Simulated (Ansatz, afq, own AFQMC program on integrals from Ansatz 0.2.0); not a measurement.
## WHCl2, quartet: AFQMC among the cluster methods

```xyz
4

W     0.0000   -0.2634    0.0000
Cl    0.0000    0.7110   -2.0304
Cl    0.0000    0.7110    2.0304
H     0.0000   -1.9793    0.0000
```

Connectivity, by distances: Cl–WH–Cl.

Basis def2-SVP with its core potentials. Noble-gas cores (and the filled d shells of Ga–Kr and In–Xe) are frozen. AFQMC by an in-house program on the Cholesky factors that Ansatz 0.2.0 writes for its CCSD(T) run. ph-AFQMC/CISD is guided by a CISD state made of CCSD amplitudes; releasing the constraint for a short imaginary time cuts its bias at the price of noise, slowly where states lie close. ± is one standard error of the sampling. No spin–orbit coupling. The metal's outer-core s and p shells are frozen, which shifts wave-function levels against functionals.

Determinant: UHF, the one that the program's search chose, which needn't be the lowest solution. The geometry is a PBE0/def2-TZVP stationary point of this or a neighbouring charge and spin state.

No full CI on the walks' own integrals is used here; CCSDT(Q) serves as the reference and is uncertain by about the last step of the cluster series.

Cautions: no spin-orbit coupling; outer-core shells of the metal frozen; lower spins were not checked; the released energies move by 1.5 errors or more from one time to the next, so no released level is given (meV from the phaseless value at times in 1/Eh: -10 ± 7 at 0.24, -14 ± 5 at 0.48, -9 ± 6 at 0.80, -20 ± 7 at 1.20), though the last usable value meets CCSDT(Q) within the noise.

```
T1 diagnostic                               : 0.0229
weight of the determinant in the CISD state : 0.825
⟨S²⟩ of the determinant                     : 3.788
size of the correlated space                : 21 electrons in 59 orbitals
```

Reference: CCSDT(Q), correlation energy -11.688 eV.

```tsv
level	E − E(reference) (kJ/mol)	share of correlation (%)
HF	1127.7	0.00
MP2	127.6	88.68
CCSD	38.1	96.63
CCSD(T)	5.7	99.49
CCSDT	2.4	99.79
ph-AFQMC/HF	-6.3 ± 3.3	100.56
ph-AFQMC/CISD	1.6 ± 0.7	99.86
```

A walk keeps the symmetry of its determinant, which the program's search chose and which needn't be the lowest solution, so a lower state of the same spin and another symmetry isn't excluded.
